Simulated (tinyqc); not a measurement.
Worked calculation: RHF in the sto-3g basis, for H2O, spin multiplicity 1. One step of it, computed by the program tinyqc.

Question. Iteration 1: diagonalisation and new density. Diagonalise F' = X^T F X, C = X C', fill 5 alpha and 5 beta electrons from the bottom; D = 2 C_occ C_occ^T. Each column has its largest component positive (the first on a tie).

Fock matrix F (hartree), order 1O 1s, 1O 2s, 1O 2px, 1O 2py, 1O 2pz, 2H 1s, 3H 1s:
```
[[-20.373944, -5.202939, 0.000000, 0.000000, -0.010616, -0.881805, -0.881805],
 [-5.202939, -2.580729, 0.000000, 0.000000, -0.107640, -0.904533, -0.904533],
 [0.000000, 0.000000, -0.262903, 0.000000, 0.000000, 0.000000, 0.000000],
 [0.000000, 0.000000, 0.000000, -0.346680, 0.000000, -0.295259, 0.295259],
 [-0.010616, -0.107640, 0.000000, 0.000000, -0.334863, -0.316136, -0.316136],
 [-0.881805, -0.904533, 0.000000, -0.295259, -0.316136, -0.434038, -0.366823],
 [-0.881805, -0.904533, 0.000000, 0.295259, -0.316136, -0.366823, -0.434038]]
```

X, order 1O 1s, 1O 2s, 1O 2px, 1O 2py, 1O 2pz, 2H 1s, 3H 1s:
```
[[1.023627, -0.136845, 0.000000, 0.000000, -0.008227, 0.018796, 0.018796],
 [-0.136845, 1.158589, 0.000000, 0.000000, 0.079772, -0.221467, -0.221467],
 [0.000000, 0.000000, 1.000000, 0.000000, 0.000000, 0.000000, 0.000000],
 [0.000000, 0.000000, 0.000000, 1.066461, 0.000000, -0.169301, 0.169301],
 [-0.008227, 0.079772, 0.000000, 0.000000, 1.046564, -0.129757, -0.129757],
 [0.018796, -0.221467, 0.000000, -0.169301, -0.129757, 1.135224, -0.079085],
 [0.018796, -0.221467, 0.000000, 0.169301, -0.129757, -0.079085, 1.135224]]
```

Give: F' = X^T F X; orbital energies; coefficients C; D after iteration 1.

Answer.

F' = X^T F X (hartree):
```
[[-19.9978, -2.6886, 0.0000, 0.0000, -0.0335, -0.1057, -0.1057],
 [-2.6886, -1.4524, 0.0000, 0.0000, 0.0638, -0.4533, -0.4533],
 [0.0000, 0.0000, -0.2629, 0.0000, 0.0000, 0.0000, 0.0000],
 [0.0000, 0.0000, 0.0000, -0.1849, 0.0000, -0.3229, 0.3229],
 [-0.0335, 0.0638, 0.0000, 0.0000, -0.2171, -0.2638, -0.2638],
 [-0.1057, -0.4533, 0.0000, -0.3229, -0.2638, -0.0122, -0.1360],
 [-0.1057, -0.4533, 0.0000, 0.3229, -0.2638, -0.1360, -0.0122]]
```

orbital energies (hartree): [-20.3825, -1.3867, -0.5125, -0.4296, -0.2629, 0.3833, 0.4515]

coefficients C, order 1O 1s, 1O 2s, 1O 2px, 1O 2py, 1O 2pz, 2H 1s, 3H 1s:
```
[[0.9943, -0.2404, 0.0000, 0.0870, 0.0000, 0.1151, 0.0000],
 [0.0243, 0.8889, 0.0000, -0.4363, 0.0000, -0.6960, 0.0000],
 [0.0000, 0.0000, 0.0000, 0.0000, 1.0000, 0.0000, 0.0000],
 [0.0000, 0.0000, 0.7269, 0.0000, 0.0000, 0.0000, 0.8163],
 [0.0024, 0.0867, 0.0000, 0.7833, 0.0000, -0.7171, 0.0000],
 [-0.0040, 0.1389, 0.3630, 0.2783, 0.0000, 0.7261, -0.7963],
 [-0.0040, 0.1389, -0.3630, 0.2783, 0.0000, 0.7261, 0.7963]]
```

D after iteration 1, order 1O 1s, 1O 2s, 1O 2px, 1O 2py, 1O 2pz, 2H 1s, 3H 1s:
```
[[2.1081, -0.4550, 0.0000, 0.0000, 0.0995, -0.0262, -0.0262],
 [-0.4550, 1.9623, 0.0000, 0.0000, -0.5292, 0.0038, 0.0038],
 [0.0000, 0.0000, 2.0000, 0.0000, 0.0000, 0.0000, 0.0000],
 [0.0000, 0.0000, 0.0000, 1.0568, 0.0000, 0.5278, -0.5278],
 [0.0995, -0.5292, 0.0000, 0.0000, 1.2422, 0.4601, 0.4601],
 [-0.0262, 0.0038, 0.0000, 0.5278, 0.4601, 0.4571, -0.0701],
 [-0.0262, 0.0038, 0.0000, -0.5278, 0.4601, -0.0701, 0.4571]]
```
